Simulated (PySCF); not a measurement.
# Dipole moment and polarisability across levels of theory

Species: difluorodisulfane, S₂F₂.
Geometry (PBE0-D3(BJ)/def2-SVP, Å), atoms numbered from 1 in this order:
```xyz
4
S2F2 angstrom
F     -1.718    0.521    0.659
S     -0.917   -0.557   -0.298
S      0.925   -0.564    0.252
F      1.709    0.600   -0.613
```

PySCF, dipoles from the SCF density, polarisabilities from static response with core orbitals frozen. Isolated species at its PBE0-D3(BJ)/def2-SVP geometry, gas phase.

The anisotropy is √(½[(α1 − α2)² + (α2 − α3)² + (α3 − α1)²]).

```
              level  μ (D)  α (Å³)  anisotropy (Å³)
      LDA/def2-SVPD  1.418    6.90             3.77
      PBE/def2-SVPD  1.369    6.90             3.78
    B3LYP/def2-SVPD  1.561    6.66             3.55
     PBE0/def2-SVPD  1.500    6.59             3.50
BHandHLYP/def2-SVPD  1.701    6.36             3.26
CAM-B3LYP/def2-SVPD  1.618    6.55             3.41
  wB97X-D/def2-SVPD  1.521    6.51             3.41
  LC-wPBE/def2-SVPD  1.532    6.42             3.30
       HF/def2-SVPD  1.802    6.05             2.87
        PBE0/6-31G*  1.461    4.98             4.29
      PBE0/def2-SVP  1.687    4.72             3.95
     PBE0/def2-TZVP  1.518    5.65             4.04
```

The dipole runs from 1.37 D (PBE/def2-SVPD) to 1.80 D (HF/def2-SVPD). No reference polarisability is at hand; against PBE0 in the largest diffuse basis at hand (def2-SVPD) the other PBE0 rows deviate by 6-31G* -24%, def2-SVP -28%, def2-TZVP -14%. In one basis (def2-SVPD) the functionals order the polarisability from HF (lowest) to PBE (highest), a spread of 14%. With PBE0 the polarisability is 5.11 Å³ without diffuse functions (mean of 6-31G*, def2-SVP and def2-TZVP) and 6.59 Å³ with them (def2-SVPD).
